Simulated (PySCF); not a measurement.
Calculation: PySCF with PBE-D3(BJ)/def2-TZVP // PBE0-D3(BJ)/def2-TZVP. All species are isolated molecules in the gas phase. One relaxed conformer stands for a flexible species; it need not be the lowest. Excitations are Tamm–Dancoff values on a coarser integration grid. The basis has no diffuse functions, so Rydberg states are missing or too high.

Reference species (SMILES): `B(O)(O)Cl` (H–O–B–Cl torsion 180°, Cl–B–O–H torsion 0°) (neutral, multiplicity 1).

```yaml
HOMO: -7.64 eV
LUMO: -0.32 eV
T1 excitation (TDA): 7.25 eV
HOMO–LUMO gap: 7.32 eV
```

Changed species: `ClB(Cl)Cl` (0 of 3 Cl replaced by OH; the reference has 2 of 3 Cl replaced by OH).

Problem. Predict the effect on the HOMO, LUMO, T1 excitation (TDA) and HOMO–LUMO gap.

Solution. the HOMO is nearly the same; the LUMO falls by 2.29 eV, to -2.61 eV; the T1 excitation (TDA) decreases by 2.32 eV, to 4.93 eV; the HOMO–LUMO gap falls by 2.28 eV, to 5.04 eV.
